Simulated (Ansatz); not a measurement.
C3H6N2 can be A, `CNC1C=N1`, or B, `C=NC(C)=N`.

Gas-phase electronic energies from Ansatz, PBE0-D4/def2-TZVP geometries. CCSD(T)/CBS is the MP2 limit (def2-TZVPP, def2-QZVPP) plus CCSD(T) − MP2 in def2-TZVPP, frozen cores. DFT in def2-TZVPP. B3LYP here is the variant with VWN-RPA as its local correlation; programs differ in this. One conformer a species, not always the lowest.

A:

Z-matrix (Å, degrees):
```
C
N 1 1.451
H 1 1.093 2 109.2
H 1 1.091 2 109.5 3 117.4
H 1 1.098 2 113.7 3 -120.6
C 2 1.407 1 114.6 3 59.3
H 2 1.011 1 111.5 3 -173.2
N 6 1.544 2 121.0 1 82.6
C 6 1.431 2 123.0 1 141.9
H 6 1.087 2 113.1 1 -59.1
H 9 1.086 6 151.6 2 70.9
```

B:

Z-matrix (Å, degrees):
```
C
C 1 1.493
H 1 1.088 2 109.5
H 1 1.092 2 110.0 3 121.0
H 1 1.094 2 110.4 3 -121.0
N 2 1.404 1 113.8 3 -176.3
N 2 1.268 1 121.5 3 -0.5
C 6 1.259 2 120.1 1 -112.2
H 7 1.020 2 110.6 1 -178.3
H 8 1.096 6 123.1 2 2.0
H 8 1.089 6 119.3 2 -177.9
```

(1) Which isomer does CCSD(T)/CBS put lower? Give the gap. (An estimate is asked.)

(2) Give E(B) − E(A) in kcal/mol with HF/def2-TZVPP, PBE0-D4, B2PLYP, ωB97M-V, CCSD(T)/def2-TZVPP, B3LYP, CCSD/def2-TZVPP. (Estimate.)

Largest T1 diagnostic: 0.013.

Answers

(1) Computed: B, by 33.2 kcal/mol.

(2) Ansatz gave: HF/def2-TZVPP -38.1, PBE0-D4 -31.7, B2PLYP -34.6, ωB97M-V -32.8, CCSD(T)/def2-TZVPP -33.7, B3LYP -35.7, CCSD/def2-TZVPP -33.8. None reverses the order clearly.

From PBE to PBE0 (25 % exact exchange), in def2-TZVPP and without D4, E(B) − E(A) moves by +0.9 kcal/mol. In def2-TZVPP, CCSD(T) changes the Hartree–Fock value by +4.4 kcal/mol (the triples alone add +0.1 kcal/mol) and MP2 by +6.8 kcal/mol.
